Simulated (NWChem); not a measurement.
**Electron attachment to fluorine (F$_{2}$)**

SMILES: FF
```xyz
2

F      0.0000     0.0000     0.6882
F      0.0000     0.0000    -0.6882
```
Charge 0, spin multiplicity 1.

All runs are NWChem calculations. The geometry was optimised at PBE0/def2-SVP, a minimum by its harmonic frequencies.

Basis set: def2-TZVPD. −ε marks an orbital energy of the parent. The basis adds only a small set of diffuse functions.

B3LYP has NWChem's definition, with VWN1-RPA local correlation.

Task: For the vertical electron affinity, −ε(LUMO) of HF gives -1.99 eV and −ε(LUMO) of LDA (SVWN5) gives 5.59 eV. What do −ε(LUMO) of PBE, −ε(LUMO) of B3LYP, −ε(LUMO) of BP86 give?

Result: −ε(LUMO) of PBE: 5.19 eV; −ε(LUMO) of B3LYP: 3.88 eV; −ε(LUMO) of BP86: 5.26 eV.
